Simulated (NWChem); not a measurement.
**BNH3O (SMILES N[B]O): U-wB97X/6-31G(d) (spherical functions)**

What is the vertical ionisation energy of BNH3O at U-wB97X/6-31G* (spherical functions)? 

The results are computed with NWChem 7.3.0.

### 1 The system as given

BNH3O has 6 atoms, charge 0, and is taken as a doublet. SMILES: `N[B]O`. The coordinates come from a PBE0-D4/def2-TZVP relaxation. This is one conformer, not always the lowest.

Bond lengths: N1–B2 1.390 Å, B2–O3 1.359 Å, N1–H4 1.002 Å, N1–H5 1.010 Å, O3–H6 0.958 Å. Angles: N1–B2–O3 122.6°, B2–N1–H4 122.8°, B2–N1–H5 122.6°, B2–O3–H6 113.3°, H4–N1–H5 114.6°.

### 2 The energy at U-wB97X/6-31G(d) (spherical functions)

Input file bh3no.nw:

```
start bh3no
memory 2200 mb
charge 0
geometry units angstroms noautosym nocenter noautoz
N     -0.781300     0.184600    -0.560400
B      0.032600    -0.490400     0.341500
O      1.270200    -0.047100     0.684600
H     -1.694900    -0.139800    -0.815500
H     -0.498900     1.042700    -1.012000
H      1.714300    -0.614000     1.315700
end
basis spherical bse
* library 6-31G*
end
dft
xc wb97x
mult 2
grid fine
convergence energy 1e-08
iterations 100
mulliken
noprint "final vectors analysis"
end
task dft energy
```

Launch:

```sh
$ nwchem bh3no.nw > bh3no.out
```

The log of the run:

```text
[...]
          Wavefunction type:  spin polarized.
          No. of atoms     :     6
          No. of electrons :    23
[...]
          Charge           :     0
          Spin multiplicity:     2
[...]
          AO basis - number of functions:    48
[...]
              XC Information
              --------------
                       wb97x  Method XC Functional
                     Hartree-Fock (Exact) Exchange  1.000
                         wb97x Exchange Functional  1.000
                      wb97x Correlation Functional  1.000
[...]
 d= 0,ls=0.0,diis     1   -156.5192329256 -2.18D+02  1.00D-02  1.37D-01     0.9
[...]
 d= 0,ls=0.0,diis    11   -156.5878255585 -2.13D-09  6.80D-07  3.54D-10     9.3
[...]
         Total DFT energy =     -156.587825558510
      One electron energy =     -334.685144734071
           Coulomb energy =      137.374296456453
    Exchange-Corr. energy =      -20.715441785759
 Nuclear repulsion energy =       61.438464504867
[...]
      Total Density - Mulliken Population Analysis
     ---------------------------------------------
    Atom       Charge   Shell Charges
 -----------   ------   -------------------------------------------------------
    1 N    7     7.75   2.00  0.75  2.57  0.78  1.64  0.02
    2 B    5     4.79   2.00  0.49  1.31  0.47  0.41  0.10
    3 O    8     8.57   2.00  0.89  2.95  0.89  1.81  0.02
    4 H    1     0.66   0.50  0.15
    5 H    1     0.67   0.50  0.17
    6 H    1     0.57   0.47  0.09
[...]
      <S2> =      0.7522 (Exact =     0.7500)
[...]
```

It took 9.9 s on 1 thread of Intel Xeon 6975P-C (Granite Rapids), shared host; peak memory 0.11 GiB.

### 3 The singlet cation

Input file calc.nw:

```
start calc
memory 2200 mb
charge 1

geometry units angstrom noautosym nocenter noautoz
  N       -0.781300       0.184600      -0.560400
  B        0.032600      -0.490400       0.341500
  O        1.270200      -0.047100       0.684600
  H       -1.694900      -0.139800      -0.815500
  H       -0.498900       1.042700      -1.012000
  H        1.714300      -0.614000       1.315700
end

basis "ao basis" spherical bse
  N library 6-31G*
  B library 6-31G*
  O library 6-31G*
  H library 6-31G*
end

dft
  xc wb97x
  mult 1
  grid fine
  convergence energy 1e-08
  iterations 100
  mulliken
  print low
end

task dft
```

Launch:

```sh
$ nwchem calc.nw > calc.out
```

The log of the run:

```text
[...]
 d= 0,ls=0.0,diis     1   -156.0406042609 -2.17D+02  2.78D-02  2.57D+00     0.8
[...]
 d= 0,ls=0.0,diis    11   -156.3029626404 -8.77D-10  2.87D-07  5.29D-10     7.5
         Total DFT energy =     -156.302962640424
      One electron energy =     -327.943857986061
           Coulomb energy =      130.555698570775
    Exchange-Corr. energy =      -20.353267730005
 Nuclear repulsion energy =       61.438464504867
[...]
      Total Density - Mulliken Population Analysis
     ---------------------------------------------
    Atom       Charge   Shell Charges
 -----------   ------   -------------------------------------------------------
    1 N    7     7.73   2.00  0.75  2.57  0.80  1.59  0.02
    2 B    5     4.23   2.00  0.56  1.21  0.15  0.21  0.11
    3 O    8     8.44   2.00  0.92  2.91  0.89  1.69  0.02
    4 H    1     0.57   0.49  0.09
    5 H    1     0.54   0.47  0.07
    6 H    1     0.49   0.45  0.05
[...]
```

Wall time 8.1 s (1 thread of Intel Xeon 6975P-C (Granite Rapids), shared host); peak memory 0.11 GiB.

### 4 Outcome

At U-wB97X/6-31G* (spherical functions):

| quantity | value |
| --- | --- |
| doublet BNH3O: total energy | -156.58783 Eh |
| doublet BNH3O: dipole moment | 0.43 D |
| doublet BNH3O: ⟨S²⟩ | 0.752 |
| singlet cation: total energy | -156.30296 Eh |
| vertical ionisation energy (to the singlet cation) | 7.752 eV |

In words: Removing an electron at fixed nuclei costs 7.75 eV (179 kcal/mol). Only the singlet of the ionised species was computed; a triplet could lie lower. Mulliken charges (doublet BNH3O) run from -0.75 on N1 to +0.43 on H6.
